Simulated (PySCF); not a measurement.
**Smallest direct gap on the k points sampled of 3C-SiC at several levels of theory**

No measured value is used here.

```csv
level (code),value (eV)
PBE (PySCF),4.52 ± 0.07
PBE0 (PySCF),6.55 ± 0.05
Hartree–Fock (PySCF),13.19 ± 0.1
evGW@PBE (PySCF),6.04 ± 0.2
G0W0@Hartree–Fock (PySCF),7.54 ± 0.2
G0W0@PBE (PySCF),5.58 ± 0.2
G0W0@PBE0 (PySCF),6.22 ± 0.2
QSGW@PBE (PySCF),6.17 ± 0.2
```

At these levels the smallest gap is indirect and lower: PBE 1.34, PBE0 3.04, Hartree–Fock 8.91, evGW@PBE 2.62, G0W0@Hartree–Fock 3.88, G0W0@PBE 2.29, G0W0@PBE0 2.79, QSGW@PBE 2.77 eV. Computed values are for a static lattice.  A ± on a computed value is a rough bar: the spread of its extrapolation, a floor set from checks against published values, or a statistical error. Values are at the measured cell.
